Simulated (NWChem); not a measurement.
Total energies of chloromethane (CH3Cl)

```
C
H 1 1.1057
H 1 1.1057 2 109.81
H 1 1.1057 2 109.81 3 -120.84
Cl 1 1.7911 2 109.13 3 119.58
```
Charge 0, spin multiplicity 1.

Program: NWChem. The geometry was optimised at PBE/def2-SVP, a minimum by its harmonic frequencies.

Basis set: def2-SVP (47 functions).

| method | total energy (Ha) |
|---|---|
| RHF | -498.93401 |
| MP2 | -499.21778 |
| B2PLYP | -499.73039 |
| PBE | -499.68011 |
| B3LYP | -499.94654 |
| r2SCAN | -499.87286 |
| CCSD(T) | -499.25509 |

Total energies of different functionals aren't comparable as a measure of quality: only differences taken within one method are. 

The correlated methods keep 6 core orbitals frozen. B3LYP has NWChem's definition, with VWN1-RPA local correlation. Coupled-cluster values serve here as a point of comparison, not as the truth.
